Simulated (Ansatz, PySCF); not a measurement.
This Ansatz (a first-principles code) input computes a PBE0/def2-TZVPD energy:

Ansatz 0.2 input:
```yaml
crystal:
  periodic: [false, false, false]
  atoms:
    - {symbol: S, position_ang: [0.10491123, -0.00079548, 0.04460729]}
    - {symbol: H, position_ang: [-0.32425306, 0.99411402, -0.77358955]}
    - {symbol: H, position_ang: [-0.34497428, -0.99733403, -0.76036906]}
    - {symbol: H, position_ang: [-1.00935239, 0.01594770, 0.82024201]}
basis:
  gaussian:
    orbitals: def2-TZVPD
hamiltonian:
  xc: {name: PBE0}
total_charge: 1
output: {forces: true}
```

**Question.** Write an input for the same energy in PySCF and say what it gives.

**Answer.** 
```python
from pyscf import gto, scf, dft

mol = gto.M(
    atom='''
    S     0.10491123   -0.00079548    0.04460729
    H    -0.32425306    0.99411402   -0.77358955
    H    -0.34497428   -0.99733403   -0.76036906
    H    -1.00935239    0.01594770    0.82024201
    ''',
    basis='def2-tzvpd',
    charge=1,
    spin=0,
    verbose=4,
)

mf = dft.RKS(mol, xc='pbe0').density_fit(auxbasis='def2-universal-jkfit')
mf.grids.level = 3
mf.conv_tol = 1e-9
mf.max_cycle = 100
mf.max_memory = 1500
mf.kernel()
if not mf.converged:
    mf = mf.newton()
    mf.kernel(mf.make_rdm1())
mf.analyze()
```
It gives -399.54189 Eh, and Ansatz -399.54185 Eh, a difference of 0.04 mEh, from the treatment of integrals and grids.
